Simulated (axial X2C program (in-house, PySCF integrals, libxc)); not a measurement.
LiF⁺: from Re and ωe to a spectrum

A bond curve at the CCSD(T) level, with spin–orbit coupling, was computed with an in-house relativistic program for diatomic molecules (basis F dyall-av3z [7s6p3d2f], Li dyall-cv3z [7s8p2d] (cores contracted in-house)) for the state Ω = 3/2 (⟨Sz⟩ = 0.50, ⟨Lz⟩ = 1.00 at HF). Its fit gives Re = 2.0561 Å, ωe = 291.6 cm⁻¹, ωexe = 12.1 cm⁻¹ and αe = 3.715e-02 cm⁻¹; the masses are 18.9984 and 7.0160 u. Two-component means X2C with spin–orbit coupling and atomic mean-field Coulomb and Gaunt terms.

Correlated methods: 7 electrons correlated (number of frozen shells: F 1 s; Li 1 s), 171 virtual spin orbitals or spinors in MP2, 68 natural virtuals in coupled cluster.

(1) Find the reduced mass, Be and the force constant.

(2) Estimate the centrifugal constant by the Kratzer relation.

(3) Where do the fundamental and the first overtone lie?

(4) Estimate De from a Morse curve and compare with the computed well depth of 0.265 eV to F + Li+.

(5) A Morse curve ties αe to the other constants (Pekeris). How well does that hold?

The state is one determinant whose occupation by symmetry is held fixed; it was picked as the lowest of a PBE0 search that is not exhaustive. De is counted from the lowest determinant-based energies of the atoms at the same level, without counterpoise correction. CCSD and (T) use frozen natural virtuals with an MP2 correction for the truncation; (T) itself is uncorrected, so its De runs slightly low. PBE0 can misorder states that lie within some tenths of an eV, so this need not be the ground state of the molecule. The nearest other 2c determinant of the search, Ω = 1/2, lies 0.03 eV up at the distance of the search. The bond is weak, and without diffuse functions and with truncated virtuals even CCSD(T) can be tens of per cent off in De.

Answers

(1) From the CCSD(T) values: μ = 5.1238 u. Be = 16.8576/(μ Re²) = 0.7782 cm⁻¹. k = 5.8918×10⁻⁷ μ ωe² = 0.257 mdyn/Å.

(2) D = 4Be³/ωe² = 2.22e-05 cm⁻¹.

(3) ν(1←0) = ωe − 2ωexe = 267.4 cm⁻¹; ν(2←0) = 2ωe − 6ωexe = 510.6 cm⁻¹.

(4) De(Morse) = ωe²/(4ωexe) = 0.218 eV against 0.265 eV computed, a ratio of 0.82. The extrapolation falls short: long-range attraction (ionic or ion–induced dipole) or a change of character along the curve can cause this.

(5) αe(Morse) = 6Be²/ωe × (√(ωexe/Be) − 1) = 3.668e-02 cm⁻¹; the CCSD(T) curve gives 3.715e-02 cm⁻¹, a ratio of 0.99.
